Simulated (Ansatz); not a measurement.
## Be (model structure, started from the omega type, P6/mmm, No. 191, 3 atoms in the cell)

Computed with PBEsol in Ansatz (plane waves, PAW).

Numerical settings: plane-wave cutoff 500 eV, 24×24×34 k mesh (along the axes of the cell as run), Fermi–Dirac smearing 0.1 eV, scalar-relativistic PAW data made under PBE.

Cell (relaxed at this level):

Be is modelled in the hexagonal space group P6/mmm (No. 191), Pearson symbol hP3. Lattice parameters: a = 3.5597 Å, b = 3.5597 Å, c = 2.1872 Å, α = 90.00°, β = 90.00°, γ = 120.00°. Be1 on 1a sees 2 Be at 2.187 Å and 12 Be at 2.328 Å. Be2 on 2d has 3 Be at 2.055 Å and 2 Be at 2.187 Å and 6 Be at 2.328 Å. (Neighbours: up to the widest gap in distance over summed covalent radii, below 1.35, at either atom.)

For Be (model structure, started from the omega type, P6/mmm, No. 191, 3 atoms in the cell), the band gap comes out as zero (no gap).

Note: the relaxation could raise the start's symmetry but not lower it, so the cell can be a saddle point.

Static lattice: no zero-point or thermal effects.

Computing time: about 90 core-seconds (a rough figure).

A model structure was made by putting elements into a prototype or built by hand; it is no filed structure, need not be a known phase, and can be a saddle point held by its symmetry.

Ansatz is a quantum-chemistry and plane-wave program.
